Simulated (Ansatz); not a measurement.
in.yaml

```yaml
crystal:
  periodic: [false, false, false]
  atoms:
    - {symbol: Ge, position_ang: [0.000000, -0.047129, 1.208350]}
    - {symbol: Na, position_ang: [0.000000, 0.027456, -3.863723]}
    - {symbol: H, position_ang: [0.000000, 2.770263, 1.043246]}
basis:
  gaussian: {orbitals: cc-pVDZ, fitting: {mean_field: def2-universal-jkfit}}
magnetization: {spin_polarized: false}
correlation: {method: bccd, electrons: outside_noble_gas, diis_vectors: 4}
```

```sh
$ ansatz run in.yaml --threads 1 --pin off --events-out ev --progress --plain --max-ram 2393MiB
```

Output:

```
396 factors; integrals over basis functions are off by at most 6.5e-1 eV
mean field evaluation 1: about -60885.8929 eV, gradient 1.1e1 eV
mean field evaluation 2: about -60886.6787 eV, gradient 9.1e0 eV
mean field evaluation 4: about -60887.1830 eV, gradient 2.8e-1 eV
mean field evaluation 8: about -60886.6806 eV, gradient 9.1e0 eV
mean field evaluation 16: about -60886.8628 eV, gradient 3.4e0 eV
mean field evaluation 32: about -60886.0968 eV, gradient 5.0e-1 eV
mean field evaluation 64: about -60879.5133 eV, gradient 3.7e-1 eV
mean field evaluation 96: about -60859.3632 eV, gradient 1.2e-1 eV
mean field evaluation 128: about -60874.2817 eV, gradient 2.7e0 eV
mean field -60887.18485230 eV, -2237.5627725059 hartree, gradient 9.5e-6 eV, S^2 0.000000; 5 other end points of the search recorded, 0 dependent functions left out; unrestricted orbitals would lower it
mean field evaluation 160: about -60887.9611 eV, gradient 2.0e0 eV
determinant -60887.18485230 eV, -2237.5627725059 hartree, with singles and doubles -60891.15747515 eV, -2237.7087637027 hartree
determinant -60886.07446790 eV, -2237.5219666318 hartree, with singles and doubles -60889.23683531 eV, -2237.6381814904 hartree
...
unrestricted determinant -60889.55017683 eV, -2237.6496965790 hartree, S^2 1.8239
19 core orbitals not correlated: weight in the atoms' cores, before any rotation towards them, 1.000 or more for the frozen orbitals, at most 0.000 for the correlated occupied ones
reference -60887.18485230 eV, -2237.5627725059 hartree; 3, 3 occupied and 28, 28 virtual orbitals, 396 factors
second order -2.61962761 eV of doubles, -0.00000000 eV of singles
...
cycle   9  -4.03973374 eV  change   -1.6e-3 eV  update   8.2e-4
cycle  10  -4.04162377 eV  change   -1.9e-3 eV  update   4.1e-4
cycle  11  -4.04192367 eV  change   -3.0e-4 eV  update   2.0e-4
cycle  12  -4.04205795 eV  change   -1.3e-4 eV  update   1.0e-4
cycle  13  -4.04211437 eV  change   -5.6e-5 eV  update   7.4e-5
cycle  14  -4.04211385 eV  change    5.2e-7 eV  update   4.5e-5
cycle  15  -4.04212202 eV  change   -8.2e-6 eV  update   1.7e-5
cycle  16  -4.04211857 eV  change    3.5e-6 eV  update   1.1e-5
cycle  17  -4.04212082 eV  change   -2.3e-6 eV  update   8.5e-6
cycle  18  -4.04211991 eV  change    9.1e-7 eV  update   4.3e-6
Total energy: -60891.22697221 eV, -2237.7113176728 hartree
```

The singles that turn the determinant into the Brueckner one have T1 = 0.109.

Ran on 1 thread of Arm Neoverse V1, shared host: 8 s wall, 0.1 GiB peak host memory.
